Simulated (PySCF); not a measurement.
A structure optimised at GFN2-xTB (Å):
```
C 
C   1  1.4928
C   2  1.3231  1  125.30
C   3  1.4904  2  128.08  1  -179.97
F   3  1.3614  2  119.72  1     0.01
H   1  1.0864  2  110.86  3    -0.20
H   1  1.0898  2  110.09  3   120.45
H   1  1.0897  2  110.10  3  -120.87
H   2  1.0792  1  116.69  3  -179.96
H   4  1.0898  3  109.90  2   120.87
H   4  1.0849  3  110.44  2     0.07
H   4  1.0899  3  109.89  2  -120.72
```
Z-matrix in Å and degrees, rows numbered from 1.

Charge 0, singlet.

**Question.** Which heavy atoms are bonded, and with what formal order?

**Answer.** C1–C2 (single); C2–C3 (double); C3–C4 (single); C3–F5 (single). Hydrogens: H6, H7, H8 on C1; H9 on C2; H10, H11, H12 on C4.

**Question.** Which species is it?

**Answer.** `C/C=C(/C)F`, C4H7F. Among its features: C=C double bond and C–F bond.

**Question.** What is the point group of this geometry?

**Answer.** Cs (every atom within 0.08 Å of its image).

**Question.** Describe the place of each heavy atom.

**Answer.** C1: allylic carbon; C2: alkene CH carbon; C3: vinylic C–F carbon; C4: allylic carbon; F5: vinyl fluorine.

**Question.** What is the arrangement about C4?

**Answer.** It has 4 neighbours (C3, H10, H11, H12) and is tetrahedral (angles from 107.8° to 110.4°).

**Question.** What is the arrangement about C3?

**Answer.** It has 3 neighbours (C2, C4, F5) and is planar (angles 128.1°, 119.7° and 112.2°, sum 360.0°, 0.00 Å off the plane of its three neighbours).

All values are computed, not measured.
